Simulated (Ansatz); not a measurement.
A calculation with Ansatz (development build ahead of 0.2.0).

```yaml
crystal:
  periodic: [false, false, false]
  atoms:
    - { symbol: S, position_ang: [-0.03953, 0.07299, -0.02226] }
    - { symbol: O, position_ang: [1.39161, 0.01001, 0.04232] }
    - { symbol: O, position_ang: [-0.72243, 1.2548, -0.03989] }
    - { symbol: O, position_ang: [-0.69026, -1.28559, 0.03339] }
basis:
  gaussian: { orbitals: STO-3G }
hamiltonian:
  xc: hf
correlation:
  method: mp2
  frozen_orbitals: { O: 1, S: 5 }
```

The input is written out in the form of the current development build from the run's settings.

The run gave:

```yaml
Converged: yes
Reference_energy: -614.23382 hartree
Correlation_energy: -0.22224 hartree
Total_energy: -614.45606 hartree
Spin_squared_of_the_determinant: 0.000
```

Caution: no unrestricted run beside it, a lower state can exist.
